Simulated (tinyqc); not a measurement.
Worked calculation: RKS/exchange-only LDA in the sto-3g basis, for LiH, spin multiplicity 1. Computed by tinyqc, a small Python program that keeps every step (integrals from PySCF). Settings: charge = 0, multiplicity = 1, basis = sto-3g, energy threshold = 1e-08, iteration cap = 64, orthogonalisation = canonical, start = Wolfsberg-Helmholz matrix, DIIS depth = 0, method = RKS, functional = Slater exchange alone, grid = [40, 26]. Command: `OMP_NUM_THREADS=1 python tinyqc.py 30158 30159 out.jsonl` (the two numbers bound the seeds that draw the settings). One thread of a shared host (Intel(R) Xeon(R) Processor @ 2.60GHz), about 0.3 s of CPU time with the checks. Later iterations appear only in the table of the cycle.

## One-electron integrals

Geometry (angstrom):
```
atom       x       y       z
Li    0.0000  0.0000  0.0000
H     0.0000  0.0000  1.5110
```

Basis sto-3g: exponents (1/bohr^2) and contraction coefficients of normalised primitives:
```
element  l (shell)  exponent  coefficient
Li           s (1)   16.1196       0.1543
Li           s (1)    2.9362       0.5353
Li           s (1)    0.7947       0.4446
Li           s (2)    0.6363      -0.1000
Li           s (2)    0.1479       0.3995
Li           s (2)    0.0481       0.7001
Li           p (3)    0.6363       0.1559
Li           p (3)    0.1479       0.6077
Li           p (3)    0.0481       0.3920
H            s (1)    3.4253       0.1543
H            s (1)    0.6239       0.5353
H            s (1)    0.1689       0.4446
```

Overlap, kinetic and nuclear-attraction integrals over the contracted functions; the nuclear repulsion is the sum of Za Zb / Rab.

nuclear repulsion = 1.050650 hartree

overlap S:
```
         1Li 1s  1Li 2s  1Li 2px  1Li 2py  1Li 2pz   2H 1s
1Li 1s   1.0000  0.2411   0.0000   0.0000   0.0000  0.0804
1Li 2s   0.2411  1.0000   0.0000   0.0000   0.0000  0.4175
1Li 2px  0.0000  0.0000   1.0000   0.0000   0.0000  0.0000
1Li 2py  0.0000  0.0000   0.0000   1.0000   0.0000  0.0000
1Li 2pz  0.0000  0.0000   0.0000   0.0000   1.0000  0.5284
2H 1s    0.0804  0.4175   0.0000   0.0000   0.5284  1.0000
```

kinetic energy T (hartree):
```
          1Li 1s   1Li 2s  1Li 2px  1Li 2py  1Li 2pz    2H 1s
1Li 1s    3.5768  -0.0202   0.0000   0.0000   0.0000  -0.0170
1Li 2s   -0.0202   0.1022   0.0000   0.0000   0.0000   0.0483
1Li 2px   0.0000   0.0000   0.3197   0.0000   0.0000   0.0000
1Li 2py   0.0000   0.0000   0.0000   0.3197   0.0000   0.0000
1Li 2pz   0.0000   0.0000   0.0000   0.0000   0.3197   0.1428
2H 1s    -0.0170   0.0483   0.0000   0.0000   0.1428   0.7600
```

nuclear attraction V (hartree):
```
          1Li 1s   1Li 2s  1Li 2px  1Li 2py  1Li 2pz    2H 1s
1Li 1s   -8.3331  -1.0488   0.0000   0.0000  -0.0180  -0.3499
1Li 2s   -1.0488  -1.5079   0.0000   0.0000  -0.1269  -0.7982
1Li 2px   0.0000   0.0000  -1.4640   0.0000   0.0000   0.0000
1Li 2py   0.0000   0.0000   0.0000  -1.4640   0.0000   0.0000
1Li 2pz  -0.0180  -0.1269   0.0000   0.0000  -1.5660  -1.0251
2H 1s    -0.3499  -0.7982   0.0000   0.0000  -1.0251  -2.2732
```

core Hamiltonian H = T + V (hartree):
```
          1Li 1s   1Li 2s  1Li 2px  1Li 2py  1Li 2pz    2H 1s
1Li 1s   -4.7563  -1.0690   0.0000   0.0000  -0.0180  -0.3669
1Li 2s   -1.0690  -1.4057   0.0000   0.0000  -0.1269  -0.7500
1Li 2px   0.0000   0.0000  -1.1443   0.0000   0.0000   0.0000
1Li 2py   0.0000   0.0000   0.0000  -1.1443   0.0000   0.0000
1Li 2pz  -0.0180  -0.1269   0.0000   0.0000  -1.2463  -0.8823
2H 1s    -0.3669  -0.7500   0.0000   0.0000  -0.8823  -1.5132
```

## Two-electron integrals

Functions are numbered as in S; the eight-fold symmetry (ij|kl) = (ji|kl) = (kl|ij) leaves the list below.

Two-electron integrals (ij|kl) in chemists' order, unique and non-zero (hartree):
```
(11|11) 1.6804   (21|11) 0.2654   (21|21) 0.0499   (22|11) 0.3977
(22|21) 0.0929   (22|22) 0.2906   (31|31) 0.0090   (32|31) 0.0138
(32|32) 0.0642   (33|11) 0.3966   (33|21) 0.0929   (33|22) 0.2905
(33|33) 0.3129   (41|41) 0.0090   (42|41) 0.0138   (42|42) 0.0642
(43|43) 0.0169   (44|11) 0.3966   (44|21) 0.0929   (44|22) 0.2905
(44|33) 0.2792   (44|44) 0.3129   (51|51) 0.0090   (52|51) 0.0138
(52|52) 0.0642   (53|53) 0.0169   (54|54) 0.0169   (55|11) 0.3966
(55|21) 0.0929   (55|22) 0.2905   (55|33) 0.2792   (55|44) 0.2792
(55|55) 0.3129   (61|11) 0.0864   (61|21) 0.0163   (61|22) 0.0308
(61|33) 0.0304   (61|44) 0.0304   (61|51) 0.0019   (61|52) 0.0037
(61|55) 0.0315   (61|61) 0.0058   (62|11) 0.1651   (62|21) 0.0388
(62|22) 0.1242   (62|33) 0.1183   (62|44) 0.1183   (62|51) 0.0064
(62|52) 0.0354   (62|55) 0.1358   (62|61) 0.0151   (62|62) 0.0828
(63|31) 0.0035   (63|32) 0.0152   (63|53) 0.0058   (63|63) 0.0067
(64|41) 0.0035   (64|42) 0.0152   (64|54) 0.0058   (64|64) 0.0067
(65|11) 0.1941   (65|21) 0.0462   (65|22) 0.1538   (65|33) 0.1436
(65|44) 0.1436   (65|51) 0.0099   (65|52) 0.0541   (65|55) 0.1738
(65|61) 0.0188   (65|62) 0.1132   (65|65) 0.1578   (66|11) 0.3483
(66|21) 0.0835   (66|22) 0.2894   (66|33) 0.2647   (66|44) 0.2647
(66|51) 0.0168   (66|52) 0.1083   (66|55) 0.3383   (66|61) 0.0342
(66|62) 0.2361   (66|65) 0.3368   (66|66) 0.7746
```

## Orthogonalisation

S = U s U^T; canonical form X = U s^(-1/2), so that X^T S X = 1. Each column of U has its largest component positive (the first on a tie).

eigenvalues of S: 0.3226  0.7978  1.0000  1.0000  1.1662  1.7134

X:
```
               1        2        3       4        5       6
1Li 1s    0.1417   0.8077   0.0000  0.0000   0.5974  0.1819
1Li 2s   -0.8076  -0.6221   0.0000  0.0000   0.4651  0.3652
1Li 2px   0.0000   0.0000   0.9396  0.3422   0.0000  0.0000
1Li 2py   0.0000   0.0000  -0.3422  0.9396   0.0000  0.0000
1Li 2pz  -0.9583   0.4319   0.0000  0.0000  -0.5086  0.3844
2H 1s     1.2285  -0.1653   0.0000  0.0000  -0.1600  0.5190
```

Within a degenerate level the vectors are fixed only up to a rotation; this is one choice.

## Starting guess

The start is the generalised Wolfsberg-Helmholz matrix (K = 1.75) built on H; D = 2 C_occ C_occ^T.

D at the start:
```
          1Li 1s  1Li 2s  1Li 2px  1Li 2py  1Li 2pz    2H 1s
1Li 1s    1.9884  0.0215   0.0000   0.0000  -0.1103  -0.1566
1Li 2s    0.0215  0.1165   0.0000   0.0000   0.1887   0.3024
1Li 2px   0.0000  0.0000   0.0000   0.0000   0.0000   0.0000
1Li 2py   0.0000  0.0000   0.0000   0.0000   0.0000   0.0000
1Li 2pz  -0.1103  0.1887   0.0000   0.0000   0.3163   0.5052
2H 1s    -0.1566  0.3024   0.0000   0.0000   0.5052   0.8072
```

## Iteration 1: exchange-correlation on the grid

Becke grid with 40 radial and 26 angular points per atom, points of zero weight dropped. rho = sum D_ij phi_i phi_j; V_xc,ij = sum w v_xc phi_i phi_j; v_xc is d(rho eps)/d rho.

The 8 grid points with the largest w rho, of 2053 (bohr, atomic units):
```
x              y        z       w     rho   eps_xc     v_xc
0.0000    0.0000   1.9448  0.3063  0.1031  -0.3463  -0.4617
0.0000    0.0000   1.6630  0.3599  0.0707  -0.3055  -0.4073
0.0000    0.0000   1.4111  0.2716  0.0556  -0.2819  -0.3759
0.0000    0.0000  -0.5323  0.0206  0.7167  -0.6609  -0.8813
0.0000   -0.5323   0.0000  0.0206  0.7029  -0.6567  -0.8756
-0.5323   0.0000   0.0000  0.0206  0.7029  -0.6567  -0.8756
0.5323    0.0000   0.0000  0.0206  0.7029  -0.6567  -0.8756
0.0000    0.5323   0.0000  0.0206  0.7029  -0.6567  -0.8756
```

electrons on the grid, sum of w rho = 4.0017

E_xc = sum of w rho eps_xc = -1.916421 hartree

V_xc (hartree):
```
          1Li 1s   1Li 2s  1Li 2px  1Li 2py  1Li 2pz    2H 1s
1Li 1s   -0.9629  -0.1249   0.0000   0.0000  -0.0046  -0.0432
1Li 2s   -0.1249  -0.1385   0.0000   0.0000  -0.0558  -0.1194
1Li 2px   0.0000   0.0000  -0.1187   0.0000   0.0000   0.0000
1Li 2py   0.0000   0.0000   0.0000  -0.1187   0.0000   0.0000
1Li 2pz  -0.0046  -0.0558   0.0000   0.0000  -0.1741  -0.1668
2H 1s    -0.0432  -0.1194   0.0000   0.0000  -0.1668  -0.3926
```

## Iteration 1: building the Kohn-Sham matrix

J_ij = sum D_kl (ij|kl); F = H + J + V_xc; E = tr D H + tr D J / 2 + E_xc + E_nn.

Coulomb J (hartree):
```
         1Li 1s  1Li 2s  1Li 2px  1Li 2py  1Li 2pz   2H 1s
1Li 1s   4.0746  0.7025   0.0000   0.0000   0.0300  0.2409
1Li 2s   0.7025  1.3750   0.0000   0.0000   0.1835  0.7497
1Li 2px  0.0000  0.0000   1.3356   0.0000   0.0000  0.0000
1Li 2py  0.0000  0.0000   0.0000   1.3356   0.0000  0.0000
1Li 2pz  0.0300  0.1835   0.0000   0.0000   1.4464  0.9730
2H 1s    0.2409  0.7497   0.0000   0.0000   0.9730  1.9717
```

Kohn-Sham matrix F (hartree):
```
          1Li 1s   1Li 2s  1Li 2px  1Li 2py  1Li 2pz    2H 1s
1Li 1s   -1.6446  -0.4913   0.0000   0.0000   0.0074  -0.1692
1Li 2s   -0.4913  -0.1692   0.0000   0.0000   0.0008  -0.1197
1Li 2px   0.0000   0.0000   0.0727   0.0000   0.0000   0.0000
1Li 2py   0.0000   0.0000   0.0000   0.0727   0.0000   0.0000
1Li 2pz   0.0074   0.0008   0.0000   0.0000   0.0261  -0.0761
2H 1s    -0.1692  -0.1197   0.0000   0.0000  -0.0761   0.0659
```

total energy of this density = -7.540070 hartree

## Iteration 1: diagonalisation and new density

Diagonalise F' = X^T F X, C = X C', fill 2 alpha and 2 beta electrons from the bottom; D = 2 C_occ C_occ^T. Each column has its largest component positive (the first on a tie).

F' = X^T F X (hartree):
```
         1        2       3       4        5        6
1   0.4494  -0.0796  0.0000  0.0000  -0.0444   0.0334
2  -0.0796  -0.6018  0.0000  0.0000  -0.7167  -0.3232
3   0.0000   0.0000  0.0727  0.0000   0.0000   0.0000
4   0.0000   0.0000  0.0000  0.0727   0.0000   0.0000
5  -0.0444  -0.7167  0.0000  0.0000  -0.8554  -0.4105
6   0.0334  -0.3232  0.0000  0.0000  -0.4105  -0.2271
```

orbital energies (hartree): MO1 -1.6505, MO2 -0.0503, MO3 0.0048, MO4 0.0727, MO5 0.0727, MO6 0.4611

coefficients C:
```
             MO1      MO2      MO3      MO4     MO5      MO6
1Li 1s    0.9833  -0.2545   0.1600   0.0000  0.0000   0.0734
1Li 2s    0.0605   0.7256  -0.5973   0.0000  0.0000  -0.7086
1Li 2px   0.0000   0.0000   0.0000   0.7306  0.6828   0.0000
1Li 2py   0.0000   0.0000   0.0000  -0.6828  0.7306   0.0000
1Li 2pz  -0.0061   0.2531   0.7438   0.0000  0.0000  -0.9456
2H 1s     0.0037   0.3628   0.2110   0.0000  0.0000   1.2866
```

D after iteration 1:
```
          1Li 1s   1Li 2s  1Li 2px  1Li 2py  1Li 2pz    2H 1s
1Li 1s    2.0632  -0.2503   0.0000   0.0000  -0.1409  -0.1775
1Li 2s   -0.2503   1.0604   0.0000   0.0000   0.3666   0.5270
1Li 2px   0.0000   0.0000   0.0000   0.0000   0.0000   0.0000
1Li 2py   0.0000   0.0000   0.0000   0.0000   0.0000   0.0000
1Li 2pz  -0.1409   0.3666   0.0000   0.0000   0.1282   0.1836
2H 1s    -0.1775   0.5270   0.0000   0.0000   0.1836   0.2633
```

Within a degenerate level the vectors are fixed only up to a rotation; this is one choice.

## Iteration 2: exchange-correlation on the grid

As before.

The 8 grid points with the largest w rho, of 2053 (bohr, atomic units):
```
x              y        z       w     rho   eps_xc     v_xc
0.0000    0.0000   1.9448  0.3063  0.0624  -0.2929  -0.3906
0.0000    0.0000   1.6630  0.3599  0.0485  -0.2693  -0.3591
0.0000    0.0000  -0.5323  0.0206  0.7245  -0.6633  -0.8844
0.5323    0.0000   0.0000  0.0206  0.7106  -0.6591  -0.8788
0.0000    0.5323   0.0000  0.0206  0.7106  -0.6591  -0.8788
-0.5323   0.0000   0.0000  0.0206  0.7106  -0.6591  -0.8788
0.0000   -0.5323   0.0000  0.0206  0.7106  -0.6591  -0.8788
0.0000    0.0000   0.5323  0.0206  0.6994  -0.6556  -0.8741
```

electrons on the grid, sum of w rho = 4.0119

E_xc = sum of w rho eps_xc = -1.802777 hartree

V_xc (hartree):
```
          1Li 1s   1Li 2s  1Li 2px  1Li 2py  1Li 2pz    2H 1s
1Li 1s   -0.9681  -0.1269   0.0000   0.0000  -0.0042  -0.0432
1Li 2s   -0.1269  -0.1645   0.0000   0.0000  -0.0466  -0.1101
1Li 2px   0.0000   0.0000  -0.1562   0.0000   0.0000   0.0000
1Li 2py   0.0000   0.0000   0.0000  -0.1562   0.0000   0.0000
1Li 2pz  -0.0042  -0.0466   0.0000   0.0000  -0.1763  -0.1467
2H 1s    -0.0432  -0.1101   0.0000   0.0000  -0.1467  -0.3232
```

## Iteration 2: building the Kohn-Sham matrix

As before.

Coulomb J (hartree):
```
         1Li 1s  1Li 2s  1Li 2px  1Li 2py  1Li 2pz   2H 1s
1Li 1s   4.1131  0.7071   0.0000   0.0000   0.0217  0.2386
1Li 2s   0.7071  1.3721   0.0000   0.0000   0.1275  0.6802
1Li 2px  0.0000  0.0000   1.3520   0.0000   0.0000  0.0000
1Li 2py  0.0000  0.0000   0.0000   1.3520   0.0000  0.0000
1Li 2pz  0.0217  0.1275   0.0000   0.0000   1.4049  0.8588
2H 1s    0.2386  0.6802   0.0000   0.0000   0.8588  1.6661
```

Kohn-Sham matrix F (hartree):
```
          1Li 1s   1Li 2s  1Li 2px  1Li 2py  1Li 2pz    2H 1s
1Li 1s   -1.6113  -0.4888   0.0000   0.0000  -0.0006  -0.1714
1Li 2s   -0.4888  -0.1982   0.0000   0.0000  -0.0460  -0.1799
1Li 2px   0.0000   0.0000   0.0515   0.0000   0.0000   0.0000
1Li 2py   0.0000   0.0000   0.0000   0.0515   0.0000   0.0000
1Li 2pz  -0.0006  -0.0460   0.0000   0.0000  -0.0177  -0.1701
2H 1s    -0.1714  -0.1799   0.0000   0.0000  -0.1701  -0.1703
```

total energy of this density = -7.530832 hartree

## Iteration 2: diagonalisation and new density

As before.

F' = X^T F X (hartree):
```
         1        2       3       4        5        6
1   0.3039  -0.0609  0.0000  0.0000   0.0008  -0.0602
2  -0.0609  -0.5873  0.0000  0.0000  -0.7141  -0.2905
3   0.0000   0.0000  0.0515  0.0000   0.0000   0.0000
4   0.0000   0.0000  0.0000  0.0515   0.0000   0.0000
5   0.0008  -0.7141  0.0000  0.0000  -0.8446  -0.3647
6  -0.0602  -0.2905  0.0000  0.0000  -0.3647  -0.3747
```

orbital energies (hartree): MO1 -1.6182, MO2 -0.2035, MO3 0.0023, MO4 0.0515, MO5 0.0515, MO6 0.3167

coefficients C:
```
            MO1      MO2      MO3      MO4     MO5      MO6
1Li 1s   0.9814  -0.1711  -0.2497   0.0000  0.0000   0.0888
1Li 2s   0.0663   0.3132   0.8865   0.0000  0.0000  -0.7076
1Li 2px  0.0000   0.0000   0.0000   0.8522  0.5232   0.0000
1Li 2py  0.0000   0.0000   0.0000  -0.5232  0.8522   0.0000
1Li 2pz  0.0000   0.3008  -0.5062   0.0000  0.0000  -1.0792
2H 1s    0.0053   0.6643  -0.1781   0.0000  0.0000   1.1655
```

D after iteration 2:
```
          1Li 1s  1Li 2s  1Li 2px  1Li 2py  1Li 2pz    2H 1s
1Li 1s    1.9847  0.0229   0.0000   0.0000  -0.1029  -0.2169
1Li 2s    0.0229  0.2050   0.0000   0.0000   0.1884   0.4168
1Li 2px   0.0000  0.0000   0.0000   0.0000   0.0000   0.0000
1Li 2py   0.0000  0.0000   0.0000   0.0000   0.0000   0.0000
1Li 2pz  -0.1029  0.1884   0.0000   0.0000   0.1810   0.3997
2H 1s    -0.2169  0.4168   0.0000   0.0000   0.3997   0.8827
```

Within a degenerate level the vectors are fixed only up to a rotation; this is one choice.

## Convergence

Stop when the energy changes by less than 1e-08 hartree and every element of the error matrix X^T (F D S - S D F) X is below 3e-05.

Course of the cycle:
```
iteration  E (hartree)     change  largest element of the error matrix
1            -7.540070          -                             1.69e-01
2            -7.530832   9.24e-03                             1.52e-01
3            -7.539955  -9.12e-03                             1.95e-01
4            -7.518245   2.17e-02                             1.71e-01
5            -7.531950  -1.37e-02                             2.18e-01
6            -7.497324   3.46e-02                             1.84e-01
7            -7.519614  -2.23e-02                             2.50e-01
8            -7.459159   6.05e-02                             1.92e-01
9            -7.500112  -4.10e-02                             2.91e-01
10           -7.388943   1.11e-01                             2.04e-01
11           -7.471840  -8.29e-02                             3.38e-01
12           -7.287785   1.84e-01                             2.60e-01
13           -7.443323  -1.56e-01                             3.75e-01
14           -7.207393   2.36e-01                             2.84e-01
...                ...        ...                                  ...
51           -7.422883  -2.57e-01                             3.95e-01
52           -7.165478   2.57e-01                             2.90e-01
53           -7.422883  -2.57e-01                             3.95e-01
54           -7.165478   2.57e-01                             2.90e-01
55           -7.422883  -2.57e-01                             3.95e-01
56           -7.165478   2.57e-01                             2.90e-01
57           -7.422883  -2.57e-01                             3.95e-01
58           -7.165478   2.57e-01                             2.90e-01
59           -7.422883  -2.57e-01                             3.95e-01
60           -7.165478   2.57e-01                             2.90e-01
61           -7.422883  -2.57e-01                             3.95e-01
62           -7.165478   2.57e-01                             2.90e-01
63           -7.422883  -2.57e-01                             3.95e-01
64           -7.165478   2.57e-01                             2.90e-01
```

PySCF RKS in the same basis, fine grid = -7.573458 hartree

Not converged within the cap of 64 iterations: the residual has stopped falling: the iteration swings between two states. Reruns (cap 100 unless said): DIIS 8: converged in 6; damping 0.5: converged in 23; level shift 0.5: converged in 33; atomic densities as start, DIIS 8: converged in 6; the original settings with a cap of 400: not converged.
